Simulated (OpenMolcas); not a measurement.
# How methods differ on AlSiNH8 (SMILES [AlH3-][NH2+][SiH3])

The species is AlSiNH8 (11 atoms), meant as a singlet with charge 0. SMILES: `[AlH3-][NH2+][SiH3]`. The shape is that of a PBE0-D4/def2-TZVP optimisation.

Quantity: the vertical ionisation energy (to the doublet cation), in eV. The values are calculated.

| level | kind | program | value (eV) |
| --- | --- | --- | --- |
| HF/def2-SVP | Hartree–Fock | OpenMolcas | 9.41 |
| SVWN5/def2-SVP | LDA | OpenMolcas | 9.35 |
| PBE/def2-SVP | GGA | OpenMolcas | 9.44 |
| M06-L/def2-SVP | meta-GGA | OpenMolcas | 9.72 |
| TPSS/def2-SVP | meta-GGA | OpenMolcas | 9.53 |
| BHLYP/def2-SVP | global hybrid | OpenMolcas | 9.88 |
| M06-2X/def2-SVP | hybrid meta-GGA | OpenMolcas | 9.87 |
| PBE0/def2-SVP | global hybrid | OpenMolcas | 9.70 |

The values span 9.35 to 9.88 eV.
